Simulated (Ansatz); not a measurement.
**fcc Ir**

These are PBE (plane waves, PAW; Ansatz, a quantum-chemistry and plane-wave program) values and carry that method's errors.

Settings: plane-wave cutoff 500 eV, 32×32×32 k mesh, Fermi–Dirac smearing 0.1 eV, no spin polarisation, scalar-relativistic PAW data made under PBE.

Cell: relaxed at this level.

| Quantity | Value |
|---|---|
| equilibrium volume per atom | 14.51 Å³/atom |
| lattice constant a | 3.871 Å |

Measured, for comparison: equilibrium volume per atom 14.06 Å³/atom, lattice constant a 3.831 Å (static lattice: zero-point anharmonic expansion removed; as tabulated in Mejia-Rodriguez and Trickey (2018), arXiv:1807.09216). Computed (rounded) less measured: equilibrium volume per atom +3.2 %, lattice constant a +1.0 %.

Spin–orbit coupling is not included.

The computed numbers hold no vibrational or temperature effects.
